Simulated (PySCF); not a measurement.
**Question.** What does the GFN2-xTB structure of `C=CC1=CC1` look like in three dimensions?

**Answer.** 
Z-matrix in Å and degrees, rows numbered from 1:
```
C 
C   1  1.3321
C   2  1.4193  1  122.90
C   3  1.3086  2  151.98  1  -179.56
C   4  1.4983  3   64.32  2   179.85
H   1  1.0774  2  121.11  3    -0.16
H   1  1.0761  2  121.89  3   179.87
H   2  1.0835  1  120.99  3  -179.82
H   4  1.0617  3  151.39  5  -179.66
H   5  1.0854  3  119.70  4   105.76
H   5  1.0855  3  119.77  4  -105.77
```

The C–C distances run from 1.309 Å (C3=C4, drawn double) to 1.503 Å (C3–C5, drawn single), a spread of 0.194 Å. The 3-membered ring C3–C4–C5 has internal angles of 51.7° to 64.3°. The 5 heavy atoms lie in one plane (0.002 Å rms).

Computed geometry: GFN2-xTB, gas phase.

Point group: Cs (every atom within 0.08 Å of its image). Whether it is a minimum is left open (no frequencies). The numbers are those of one conformer (C1–C2–C3–C4 180°).
